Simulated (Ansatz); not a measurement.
# Diamond-structure Ge

Method: revPBE in Ansatz (plane waves, PAW).

Numerical settings: plane-wave cutoff 520 eV, 20×20×20 k mesh, Fermi–Dirac smearing 0.05 eV, perturbation theory, scalar-relativistic PAW data made under PBE.

Cell (relaxed at this level):

```xyz
2
Lattice="0.0000 2.9001 2.9001 2.9001 0.0000 2.9001 2.9001 2.9001 0.0000" Properties=species:S:1:pos:R:3 pbc="T T T"
Ge     2.9001     2.9001     2.9001
Ge     4.3501     4.3501     4.3501
```

For diamond-structure Ge, the zone-centre TO phonon frequency is 270 cm⁻¹.

Measured, for comparison: zone-centre TO phonon frequency 304 cm⁻¹ (low temperature, zero-point motion not removed; as tabulated in Tanner et al. (2021), arXiv:2110.11888). Computed (rounded) less measured: zone-centre TO phonon frequency -11 %.

Note: the solid has no gap at this level, which affects its response.

The result took around 5 core-minutes (rough).

Ansatz is a program for electronic structure.
